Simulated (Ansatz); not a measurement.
```yaml
crystal:
  periodic: [false, false, false]
  atoms:
    - {symbol: Si, position_ang: [-1.553529, -0.243860, 0.000032]}
    - {symbol: As, position_ang: [0.604460, 0.098511, -0.000016]}
    - {symbol: H, position_ang: [-2.541480, 0.858806, -0.001053]}
    - {symbol: H, position_ang: [0.899074, -1.386295, 0.001323]}
basis:
  gaussian: {orbitals: def2-TZVP}
magnetization: {spin_polarized: true, initial_magnetization: 1}
hamiltonian: {xc: pbe0}
relax: {f_tol: 0.004, max_steps: 80}
```

```sh
$ ansatz run in.yaml --threads 1 --pin off --events-out ev --progress --plain --max-ram 2176MiB
```

Steps of the relaxation (energy above the last step; positions in Å, forces in eV/Å):

```
4
step 1, 16.9 meV
Si   -1.554   -0.244    0.000    0.382   -0.465    0.000
As    0.604    0.099    0.000   -0.255    0.291    0.000
H    -2.541    0.859   -0.001   -0.127    0.372    0.000
H     0.899   -1.386    0.001    0.000   -0.198    0.000
```

```
4
step 2, 7.1 meV
Si   -1.554   -0.300    0.000    0.090    0.096    0.000
As    0.579    0.125    0.000   -0.121   -0.090    0.000
H    -2.486    0.872   -0.001   -0.115    0.041    0.000
H     0.869   -1.369    0.001    0.146   -0.046    0.000
```

```
4
step 3, 1.3 meV
Si   -1.560   -0.284    0.000    0.031   -0.013    0.000
As    0.578    0.112    0.000   -0.059   -0.036    0.000
H    -2.508    0.879   -0.001   -0.009    0.035    0.000
H     0.899   -1.379    0.001    0.038    0.014    0.000
```

```
4
step 6, 0.0 meV
Si   -1.577   -0.293    0.000    0.002    0.001    0.000
As    0.558    0.103    0.000    0.000    0.000    0.000
H    -2.498    0.894   -0.001   -0.001    0.000    0.000
H     0.926   -1.376    0.001   -0.001    0.000    0.000
```

Close pairs at the end: Si1–H3 1.503 Å, As2–H4 1.524 Å, Si1–As2 2.172 Å.

A stationary point of unrestricted PBE0 after 6 steps, with ⟨S²⟩ = 0.770 against 0.75 for a pure state; no frequencies were run, so it isn't proven a minimum. 36 s on 1 thread of Arm Neoverse V1, shared host.
